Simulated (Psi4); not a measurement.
# C2H4F− (SMILES C[CH-]F) at CAM-B3LYP/def2-SVPD

What is the energy change on altering one bond length of C2H4F− at CAM-B3LYP/def2-SVPD? 

The calculation is run with Psi4 1.11.

1 further run of the same task is left out (set aside as unsound or not needed).

### Step 1. The structure to begin with

C2H4F−: 7 atoms, total charge -1, spin state singlet. As SMILES, `C[CH-]F`. The coordinates come from a GFN2-xTB relaxation.

Bond lengths: C1–C2 1.534 Å, C2–F3 1.512 Å, C1–H4 1.112 Å, C1–H5 1.097 Å, C1–H6 1.097 Å, C2–H7 1.137 Å. Angles: C1–C2–F3 104.2°, C1–C2–H7 105.5°, F3–C2–H7 100.0°, C2–C1–H4 116.8°, C2–C1–H5 108.1°, C2–C1–H6 110.3°, H4–C1–H5 107.2°, H4–C1–H6 106.6°, H5–C1–H6 107.5°.

### Step 2. Energy and forces at CAM-B3LYP/def2-SVPD

The input, run.py:

```python
import psi4

psi4.set_memory(1600000000)
psi4.set_num_threads(1)
psi4.set_output_file('psi4.out', False)

molecule = psi4.geometry("""
-1 1
C     -0.93171057     0.68084943    -0.17357134
C      1.83118241    -0.08934625     0.24328334
F      1.69701185    -2.11443346     2.25489680
H     -2.28940320    -0.86377491    -0.60803828
H     -0.99669825     2.01681021    -1.75833347
H     -1.66411172     1.66089919     1.50072600
H      2.35374837    -1.29100420    -1.45896305
units au
symmetry c1
""")

psi4.set_options({
    'basis': 'def2-SVPD',
    'puream': True,
    'e_convergence': 1e-09,
    'd_convergence': 1e-08,
    'scf_type': 'pk',
    'dft_radial_points': 99,
    'dft_spherical_points': 590,
})

result, w = psi4.gradient('CAM-B3LYP', molecule=molecule, return_wfn=True)
psi4.oeprop(w, 'MULLIKEN_CHARGES', 'LOWDIN_CHARGES', 'MAYER_INDICES')
print('gradient / Eh bohr^-1')
print(result.np.round(6))
print(f'energy = {w.energy():.10f} Eh')
```

The run is started by

```console
$ python run.py
```

psi4.out:

```text
[...]
  Running in c1 symmetry.
[...]
  Nuclear repulsion =   69.247302834738335
[...]
  Multiplicity = 1
[...]
  Nalpha       = 13
  Nbeta        = 13
[...]
    Number of basis functions: 95
[...]
   @RKS iter   1:  -177.94270855887405   -5.15319e-01   6.99195e-03 ADIIS/DIIS
[...]
   @RKS iter  12:  -178.19933747998209   -3.00702e-11   9.09747e-09 DIIS
[...]
    Orbital Energies [Eh]
    ---------------------
    Doubly Occupied:
       1A    -24.492900     2A    -10.052832     3A    -10.039204
       4A     -0.963275     5A     -0.593908     6A     -0.427702
       7A     -0.303570     8A     -0.279983     9A     -0.260224
      10A     -0.234383    11A     -0.214856    12A     -0.154886
      13A      0.001860
[...]
  @RKS Final Energy:  -178.19933747998209
   => Energetics <=
    Nuclear Repulsion Energy =             69.2473028347383348
    One-Electron Energy =                -387.4936826816536382
    Two-Electron Energy =                 156.6823507094243269
    DFT Exchange-Correlation Energy =     -16.6353083424911041
    Empirical Dispersion Energy =           0.0000000000000000
    VV10 Nonlocal Energy =                  0.0000000000000000
    Total Energy =                       -178.1993374799820913
[...]
 Multipole Moments:
 ------------------------------------------------------------------------------------
     Multipole            Electronic (a.u.)      Nuclear  (a.u.)        Total (a.u.)
 ------------------------------------------------------------------------------------
 L = 1.  Multiply by 2.5417464519 to convert [e a0] to [Debye]
 Dipole X            :          2.4251752           -3.4115633           -0.9863882
 Dipole Y            :         -3.1643999            2.8069711           -0.3574288
 Dipole Z            :          3.4123517           -3.5841157           -0.1717640
 Magnitude           :                                                    1.0631180
[...]
  -Total Gradient:
     Atom            X                  Y                   Z
    ------   -----------------  -----------------  -----------------
       1       -0.010920014729     0.004682485915    -0.004474966115
       2        0.001746755373     0.006471024579     0.010469849661
       3        0.002183659690    -0.002407940126     0.003185767071
       4        0.001768400718     0.004424440832     0.000202919013
       5       -0.000375502268    -0.003298222030     0.002883917016
       6        0.002457337251    -0.003038314721    -0.002343093294
       7        0.003134637280    -0.006833568965    -0.009914701889
[...]
  Mulliken Charges: (a.u.)
   Center  Symbol    Alpha    Beta     Spin     Total
       1     C     2.91622  2.91622  0.00000  0.16755
       2     C     3.03986  3.03986  0.00000 -0.07972
       3     F     4.76894  4.76894  0.00000 -0.53789
       4     H     0.55304  0.55304  0.00000 -0.10607
       5     H     0.55375  0.55375  0.00000 -0.10751
       6     H     0.56827  0.56827  0.00000 -0.13655
       7     H     0.59991  0.59991  0.00000 -0.19982
   Total alpha = 13.00000, Total beta = 13.00000, Total charge = -1.00000
  Lowdin Charges: (a.u.)
[...]
```

Standard output:

```text
gradient / Eh bohr^-1
[[-0.01092   0.004682 -0.004475]
 [ 0.001747  0.006471  0.01047 ]
 [ 0.002184 -0.002408  0.003186]
 [ 0.001768  0.004424  0.000203]
 [-0.000376 -0.003298  0.002884]
 [ 0.002457 -0.003038 -0.002343]
 [ 0.003135 -0.006834 -0.009915]]
energy = -178.1993374800 Eh
```

Wall time 35 s (1 thread of AMD EPYC 7R43 (Zen 3), shared host); peak memory 0.97 GiB.

### Step 3. The distorted shape at the same level

The input, calc.in:

```
memory 1.6 GB

molecule geom {
  -1 1
  C
  C 1 R2
  F 2 R3 1 A3
  H 1 R4 2 A4 3 D4
  H 1 R5 4 A5 2 D5
  H 1 R6 5 A6 4 D6
  H 2 R7 1 A7 6 D7

  R2 = 1.533751
  R3 = 1.9658
  A3 = 104.17057
  R4 = 1.112274
  A4 = 116.75608
  D4 = -53.43042
  R5 = 1.097387
  A5 = 107.17053
  D5 = 121.35188
  R6 = 1.097348
  A6 = 107.54643
  D6 = -114.31281
  R7 = 1.136771
  A7 = 105.46016
  D7 = 173.16612
  symmetry c1
  no_reorient
  no_com
}

set globals {
  basis def2-SVPD
  puream true
  e_convergence 1e-09
  d_convergence 1e-08
  scf_type pk
  dft_radial_points 99
  dft_spherical_points 590
}

e_tot = gradient('cam-b3lyp')
print_variables()
```

The run is started by

```console
$ psi4 -i calc.in -o calc.out -n 1
```

calc.out:

```text
[...]
  Running in c1 symmetry.
[...]
  Nuclear repulsion =   62.435465312163259
[...]
  Multiplicity = 1
[...]
  Nalpha       = 13
  Nbeta        = 13
[...]
    Number of basis functions: 95
[...]
   @RKS iter   1:  -177.92302711365664   -8.01216e-01   7.20464e-03 DIIS/ADIIS
[...]
   @RKS iter  13:  -178.17015550236772   -1.59162e-12   2.90775e-09 DIIS
[...]
    Orbital Energies [Eh]
    ---------------------
    Doubly Occupied:
       1A    -24.443437     2A    -10.080921     3A    -10.079741
       4A     -0.870691     5A     -0.623111     6A     -0.438557
       7A     -0.304355     8A     -0.296645     9A     -0.224821
      10A     -0.184406    11A     -0.164007    12A     -0.157030
      13A     -0.041237
[...]
  @RKS Final Energy:  -178.17015550236772
   => Energetics <=
    Nuclear Repulsion Energy =             62.4354653121632595
    One-Electron Energy =                -374.0668958930385770
    Two-Electron Energy =                 150.0327342667747246
    DFT Exchange-Correlation Energy =     -16.5714591882671307
    Empirical Dispersion Energy =           0.0000000000000000
    VV10 Nonlocal Energy =                  0.0000000000000000
    Total Energy =                       -178.1701555023677201
[...]
 Multipole Moments:
 ------------------------------------------------------------------------------------
     Multipole            Electronic (a.u.)      Nuclear  (a.u.)        Total (a.u.)
 ------------------------------------------------------------------------------------
 L = 1.  Multiply by 2.5417464519 to convert [e a0] to [Debye]
 Dipole X            :         -0.3849149            0.8806508            0.4957359
 Dipole Y            :         -3.7444864            4.2627272            0.5182407
 Dipole Z            :          3.4532315           -4.7441663           -1.2909348
 Magnitude           :                                                    1.4767668
[...]
  -Total Gradient:
     Atom            X                  Y                   Z
    ------   -----------------  -----------------  -----------------
       1       -0.000559879219     0.023004957515    -0.014167685994
       2       -0.004050598294     0.005344058244    -0.000823128012
       3       -0.007722198957    -0.037316341743     0.015969508911
       4       -0.000840595727    -0.000821192512    -0.001047283209
       5       -0.000422026010    -0.006135683051    -0.003332131498
       6        0.002762029558    -0.000610446283     0.002371606992
       7        0.010850496227     0.016519054608     0.001029811822
[...]
```

Run time: 36 s. Hardware: 1 thread of AMD EPYC 7R43 (Zen 3), shared host; peak memory 0.96 GiB.

### Step 4. What came out

Level: CAM-B3LYP/def2-SVPD.

| quantity | value |
| --- | --- |
| first shape: total energy | -178.19934 Eh |
| first shape: HOMO energy | 0.05 eV |
| first shape: LUMO energy | 5.86 eV |
| first shape: HOMO–LUMO gap (to an unbound level, set by the basis) | 5.81 eV |
| first shape: largest force on an atom | 0.653 eV/Å |
| distorted shape: total energy | -178.17016 Eh |
| distorted shape: HOMO energy | -1.12 eV |
| distorted shape: LUMO energy | 5.54 eV |
| distorted shape: HOMO–LUMO gap (to an unbound level, set by the basis) | 6.66 eV |
| distorted shape: largest force on an atom | 2.125 eV/Å |
| energy change with the C2–F3 bond stretched from 1.512 to 1.966 Å | 0.794 eV |

With the C2–F3 bond stretched from 1.512 to 1.966 Å the energy rises by 0.79 eV (76.6 kJ/mol). The first shape isn't relaxed at this level, so the change isn't measured from a minimum. The largest force (first shape) is 0.65 eV/Å: the shape isn't a stationary point for this species at this level. The HOMO (first shape) lies at positive energy, 0.05 eV; only total energies tell whether the electron is bound.
